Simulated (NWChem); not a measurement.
System: CHO cation

Here is an NWChem input.

```
start job
memory heap 200 mb stack 900 mb global 1100 mb
charge 1
geometry units angstroms noautoz
  C      0.000000     0.000000    -0.508590
  O      0.000000     0.000000     0.595818
  H      0.000000     0.000000    -1.619825
end
basis spherical
  * library 6-31g*
end
dft
  xc r2scan
  iterations 150
  mulliken
end
task dft energy
```

The geometry was optimised at PBE0/def2-SVP.

Task: What results follow from this input? (r2SCAN/6-31G* (spherical d).) Quantities: energy (Ha); highest occupied level (eV); orbital gap (eV).

Result: 
| Property | Result |
|---|---|
| energy (Ha) | -113.48 |
| highest occupied level (eV) | -21.57 |
| orbital gap (eV) | 10.53 |
